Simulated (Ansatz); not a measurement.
Two structures of CH$_{7}$NSi, closed shell, reached by relaxing down either side of one saddle point (PBE0-D4/def2-TZVP). Energies are electronic, without zero-point energy. Ansatz 0.2.0; basis: def2-TZVPP and def2-QZVPP; cores frozen in the correlated methods. Extrapolation: Hartree–Fock as exp(−7.88 √X), correlation as X^−2.97. First:

```json
{"atom": "Si1", "x (Å)": "-0.1036", "y (Å)": "-1.6405", "z (Å)": "-0.7847"}
{"atom": "H2", "x (Å)": "0.6725", "y (Å)": "-0.5235", "z (Å)": "-1.3798"}
{"atom": "H3", "x (Å)": "0.0486", "y (Å)": "-2.8125", "z (Å)": "-1.6969"}
{"atom": "H4", "x (Å)": "0.4368", "y (Å)": "-2.0292", "z (Å)": "0.5395"}
{"atom": "H5", "x (Å)": "-1.5475", "y (Å)": "-1.3155", "z (Å)": "-0.7084"}
{"atom": "N6", "x (Å)": "-0.2927", "y (Å)": "0.8344", "z (Å)": "0.9365"}
{"atom": "C7", "x (Å)": "0.3302", "y (Å)": "1.8618", "z (Å)": "0.5575"}
{"atom": "H8", "x (Å)": "-0.7903", "y (Å)": "0.9952", "z (Å)": "1.8123"}
{"atom": "H9", "x (Å)": "0.9030", "y (Å)": "1.8137", "z (Å)": "-0.3706"}
{"atom": "H10", "x (Å)": "0.3430", "y (Å)": "2.8161", "z (Å)": "1.0945"}
```

Second:

```
10
angstrom
Si -0.2114 -1.3785 -0.0347
H -0.5162 1.8119 -0.7180
H 1.0747 -1.7359 -0.6926
H -0.5053 -2.3017 1.0918
H -1.2817 -1.5515 -1.0653
N -0.0704 0.2012 0.6196
C 0.3160 1.3512 -0.1691
H -0.6467 0.4309 1.4132
H 1.0675 1.0527 -0.9052
H 0.7734 2.1198 0.4602
```

Question: Which bonds change from the first to the second?

Answer: CH₃N ([CH2][NH]) + SiH₄ → CH₇NSi ([CH3][NH][SiH3]); bonds formed: Si1–N6, H2–C7; bonds broken: Si1–H2.

Question: Give the saddle point's structure and its height above each. (An estimate is asked for; the value comes from the calculation.)

Answer: Computed: 2.151 eV above the first and 3.749 eV above the second (CCSD(T) at an estimated basis limit (MP2 extrapolated from triple and quadruple zeta, plus CCSD(T) − MP2 in triple zeta)).
```
10
angstrom
Si -0.2022 -1.0931 -0.3087
H -0.0988 0.2818 -1.4024
H 0.8635 -1.7624 -1.1255
H -0.2314 -2.1101 0.8319
H -1.6356 -1.0715 -0.7139
N -0.0100 0.3147 0.8369
C 0.4327 1.3579 0.1865
H -0.5332 0.4396 1.6912
H 1.2584 1.2785 -0.5006
H 0.1567 2.3646 0.5045
```

No T1 diagnostic of these runs exceeds 0.024.

Labels in which every atom is bracketed show which atoms are joined, not bond orders.

For scale, one of the runs: CCSD(T)/def2-TZVPP, 202 basis functions, launched by `ansatz run in.yaml --threads 2 --pin off --events-out ev --progress --plain --max-ram 4352MiB`. Hardware: 2 CPU threads of an Arm Neoverse V2, shared host. Wall time 51 s; peak host memory 2.5 GiB.
